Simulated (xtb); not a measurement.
disilane (H6Si2), SMILES [SiH3][SiH3]. All values are semi-empirical tight-binding results from xtb (GFN2-xTB unless named), good for trends rather than for accurate numbers. Geometry optimised at GFN2-xTB.

```yaml
point_group_as_xtb_finds_it: D3d
orbital_gap: 4.53 eV
dipole_moment: 0.00 D
zero_point_energy: 29.4 kcal/mol
G − E(el) at 298.15 K (modified RRHO): 13.3 kcal/mol
static polarisability (D4 model): 62.0 bohr³
solvation energy, GFN2-xTB/ALPB(water): 0.5 kcal/mol
solvation energy, GFN2-xTB/ALPB(octanol): -2.0 kcal/mol
```
